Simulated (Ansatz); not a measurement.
Single points on AlH₃.

```yaml
crystal:
  periodic: [false, false, false]
  atoms:
    - {symbol: Al, position_ang: [0.000001, 0.000000, 0.000010]}
    - {symbol: H, position_ang: [1.585410, -0.031150, 0.014922]}
    - {symbol: H, position_ang: [-0.765616, 1.388584, -0.019520]}
    - {symbol: H, position_ang: [-0.819794, -1.357434, 0.004579]}
basis:
  gaussian: {orbitals: def2-TZVP, initial_orbitals: start.molden}
hamiltonian: {xc: {name: B2PLYP}}
scf: {omitted_lower_state_checks: [starts]}
```

The file start.molden holds the orbitals of an earlier run on this structure, at another level or in another basis.

```sh
$ ansatz run in.yaml --threads 4 --pin off --events-out ev --progress --plain --max-ram 3916MiB
```

Shortened log:

```
Functional definition: B2PLYP
376 factors; integrals over basis functions are off by at most 1.4e-3 eV
mean field evaluation 1: about -6640.8752 eV, gradient 5.3e0 eV
mean field evaluation 2: about -6640.9041 eV, gradient 4.3e-2 eV
mean field evaluation 4: about -6640.9005 eV, gradient 6.6e-5 eV
mean field evaluation 8: about -6640.9005 eV, gradient 1.5e-6 eV
mean field -6640.90048214 eV, -244.0485913547 hartree, gradient 1.6e-6 eV, S^2 0.000000; 0 other end points of the search recorded, 0 dependent functions left out
5 core orbitals not correlated: weight in the atoms' cores, before any rotation towards them, 1.000 or more for the frozen orbitals, at most 0.000 for the correlated occupied ones
reference -6640.90062873 eV, -244.0485967418 hartree; 3, 3 occupied and 47, 47 virtual orbitals, 376 factors
second order -2.86427354 eV of doubles, -0.00000000 eV of singles
Total energy: -6641.67398259 eV, -244.0770169718 hartree
Checks for a lower state left out: starts
```

Hardware: 4 threads of Arm Neoverse V2 on a shared host. Wall time 0.25 s.

First input, but with `hamiltonian: {xc: pbe0, dispersion: d4}`, `output: {forces: true, orbitals: {seedname: orbitals}}` and without the key `scf` (abridged; 0.2 s):

```
Functional definition: PBE0
mean field -6641.72002909 eV, -244.0787091495 hartree, gradient 6.7e-5 eV, S^2 0.000000; 1 other end points of the search recorded, 0 dependent functions left out
Total energy: -6641.74390960 eV, -244.0795867422 hartree
Atom 0 force     0.000004     0.000004    -0.000081 eV/Å
Atom 1 force     0.000472    -0.000009     0.000031 eV/Å
Atom 2 force    -0.000229     0.000414     0.000021 eV/Å
Atom 3 force    -0.000247    -0.000409     0.000028 eV/Å
Dipole moment:     0.000000     0.000001     0.000016 e Å
```

First input, but with `hamiltonian: {xc: {name: revPBE}, dispersion: d4}`, `output: {orbitals: {seedname: orbitals}}` (abridged; 0.15 s):

```
Functional definition: revPBE
mean field -6643.59469204 eV, -244.1476017424 hartree, gradient 1.2e-5 eV, S^2 0.000000
Total energy: -6643.68920001 eV, -244.1510748461 hartree
Checks for a lower state left out: starts
```

The first input with `gaussian: {orbitals: def2-TZVPD, initial_orbitals: start.molden}`, `hamiltonian: {xc: r2scan, dispersion: d4}`, `output: {orbitals: {seedname: orbitals}}` (abridged; 0.5 s):

```
Functional definition: r2SCAN
mean field -6644.13387932 eV, -244.1674165093 hartree, gradient 4.8e-5 eV, S^2 0.000000
Total energy: -6644.14035260 eV, -244.1676543981 hartree
Checks for a lower state left out: starts
```

As the first input, with `gaussian: {orbitals: def2-SVP, initial_orbitals: start.molden}`, `hamiltonian: {xc: pbe0, dispersion: d4}`, `output: {orbitals: {seedname: orbitals}}` (abridged; 0.15 s):

```
Functional definition: PBE0
mean field -6639.36215231 eV, -243.9920587762 hartree, gradient 5.2e-5 eV, S^2 0.000000
Total energy: -6639.38602759 eV, -243.9929361766 hartree
Checks for a lower state left out: starts
```

Geometry: PBE0-D4/def2-TZVP.

Correlated methods freeze 5 core orbitals.
